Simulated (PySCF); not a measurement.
What builds the first ionisation energy along group 13

All values are computed (PySCF 2.14, energy differences of UHF-based or UKS calculations, no spin-orbit coupling). Each column adds one step, in eV (sums use unrounded values): valence MP2, valence CCSD, valence triples, then the next inner shell at CCSD(T) (B 1s, Al 2s 2p, Ga 3s 3p 3d, In 4s 4p 4d, Tl 5s 5p 5d). References (NIST) marked * lie between the lowest fine-structure levels; the others compare directly ((s) semi-empirical, (t) theoretical).

```json
{"element": "B [He] 2s2 2p1 → [He] 2s2 (aug-cc-pwCVDZ, non-relativistic)", "UHF": "8.021", "+ MP2": "0.128", "+ CCSD": "-0.091", "+ (T)": "0.025", "+ inner shell": "0.013", "sum": "8.095", "reference": "8.297"}
{"element": "Al [Ne] 3s2 3p1 → [Ne] 3s2 (aug-cc-pwCVDZ, non-relativistic)", "UHF": "5.597", "+ MP2": "0.163", "+ CCSD": "0.095", "+ (T)": "0.022", "+ inner shell": "-0.031", "sum": "5.846", "reference": "5.977"}
{"element": "Ga [Ar] 3d10 4s2 4p1 → [Ar] 3d10 4s2 (aug-cc-pwCVDZ-PP with ECP10MDF, ECP)", "UHF": "5.525", "+ MP2": "0.164", "+ CCSD": "0.068", "+ (T)": "0.018", "+ inner shell": "0.014", "sum": "5.789", "reference": "5.931"}
{"element": "In [Kr] 4d10 5s2 5p1 → [Kr] 4d10 5s2 (aug-cc-pwCVDZ-PP with ECP28MDF, ECP)", "UHF": "5.207", "+ MP2": "0.140", "+ CCSD": "0.062", "+ (T)": "0.015", "+ inner shell": "-0.003", "sum": "5.421", "reference": "5.603"}
{"element": "Tl [Xe] 4f14 5d10 6s2 6p1 → [Xe] 4f14 5d10 6s2 (aug-cc-pwCVDZ-PP with ECP60MDF, ECP)", "UHF": "5.001", "+ MP2": "0.137", "+ CCSD": "0.047", "+ (T)": "0.010", "+ inner shell": "0.007", "sum": "5.202", "reference": "5.464"}
```

Double-zeta sets recover only part of the correlation energy.

What remains against the references is mostly basis incompleteness.

Question: What share of the correlation contribution for Tl comes from the inner shell?

Answer: The four steps add to 0.201 eV, of which the inner shell gives 0.007 eV, or 3 %.
